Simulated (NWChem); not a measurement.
Molecule: LiH; SMILES [LiH]

Computed with NWChem. Coordinates come from a PBE-D3(BJ)/def2-SVP optimisation.

Question: Predict the results for PBE/def2-QZVP. Quantities: highest occupied level (eV); orbital gap (eV); dipole (D).

Answer: 
```
Property                     Value
---------------------------  -----
highest occupied level (eV)  -4.36
orbital gap (eV)              2.75
dipole (D)                    5.62
```
